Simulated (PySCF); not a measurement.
## Electron affinity of C by level of theory

C⁻ [He] 2s2 2p3 (4S) → C [He] 2s2 2p2 (3P), as a difference of total energies. Calculation: PySCF 2.14, in aug-cc-pwCVDZ; the non-relativistic Hamiltonian (point nucleus). Correlated levels: valence: 1s2 frozen; valence and next inner shell: nothing frozen. The calculations carry no spin-orbit coupling.

```
                                method  electron affinity (eV)
                                   UHF                   0.469
                                   LDA                   1.789
                                   PBE                   1.573
                                B2PLYP                   1.182
                             BHandHLYP                   1.032
                                M06-2X                   1.210
                                 TPSSh                   1.390
                         MP2 (valence)                   1.190
                     SCS-MP2 (valence)                   0.921
    MP2 (valence and next inner shell)                   1.193
SCS-MP2 (valence and next inner shell)                   0.922
```

Question: Estimate what PBE0 gives.

Answer: 1.415 eV, closest to TPSSh among the rows shown.

Question: Estimate what r2SCAN gives.

Answer: 1.498 eV, closest to PBE among the rows shown.

Errors of the correlated levels include the incompleteness of this basis and the frozen core.

In the anion the highest occupied orbital energy is positive at LDA, PBE, PBE0, r2SCAN, BHandHLYP, M06-2X, TPSSh, a self-interaction effect; the basis confines that electron, and the energy difference can still be sensible.

For comparison: 1.262 eV (measured; photodetachment measurements, as compiled on the Wikipedia data page of electron affinities).
